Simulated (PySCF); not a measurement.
# HPO, singlet: molecular constants

These are results of PBE0 in PySCF with P def2-TZVP, O def2-TZVP, H def2-TZVP; no relativity; density-fitted integrals, not measurements.

The structure is a minimum.

```xyz
3
charge 0 multiplicity 1, angstrom
P     0.3589    0.0000   -0.3280
O    -0.7916    0.0000    0.6004
H     1.5343    0.0000    0.5510
```

```
Point group                                                                   : Cs
Bond lengths                                                                  : P–H 1.468 Å, P–O 1.478 Å
Bond angles                                                                   : H–P–O 104.3°
Lowest empty level                                                            : -3.23 eV
Dipole moment                                                                 : 2.32 D
Atomisation energy without zero-point energy                                  : 857 kJ/mol
Principal quadrupole moments (Buckingham, traceless) about the centre of mass : -2.83, -0.19, 3.02 D Å
Rotational symmetry number                                                    : 1
Entropy at 298.15 K and 1 bar                                                 : 235.6 J/(mol K)
Zero-point energy                                                             : 26.2 kJ/mol
Rotational constants                                                          : 8.743, 0.7065, 0.6537 cm⁻¹
Highest occupied level                                                        : -7.54 eV
Enthalpy at 298.15 K above 0 K                                                : 10.05 kJ/mol
Heat capacity Cp at 298.15 K                                                  : 35.6 J/(mol K)
Principal polarisabilities                                                    : 18.0, 24.4, 30.5 bohr³
```

Harmonic modes (masses in u: P 30.974, O 15.995, H 1.008):
```json
{"symmetry": "a'", "ω (cm⁻¹)": "1004", "IR (km/mol)": "22.6", "type": "bend"}
{"symmetry": "a'", "ω (cm⁻¹)": "1253", "IR (km/mol)": "66.1", "type": "stretch"}
{"symmetry": "a'", "ω (cm⁻¹)": "2124", "IR (km/mol)": "263", "type": "stretch"}
```

Charges (e):
```tsv
atom	Mulliken	Löwdin	polar tensor	Mayer order to P1
P1	0.36	0.29	0.68	–
O2	-0.38	-0.25	-0.51	2.08
H3	0.01	-0.04	-0.18	0.91
```

Mulliken populations on P1: s 5.82, p 8.43, d 0.35, f 0.04.

Outer orbital energies (eV). occupied: -28.25, -16.33, -12.05, -10.82, -10.72, -7.54; empty: -3.23, 0.42, 1.37, 4.87.

Counting electrons, phosphorus keeps 2 of its valence electrons outside its bonds, so the VSEPR class is AX2E1 and the expected shape is bent; with unlike ligands the computed point group is Cs.

This need not be the most stable arrangement of these atoms.

The final relaxation and frequency run took roughly 25 core-seconds on a shared host.
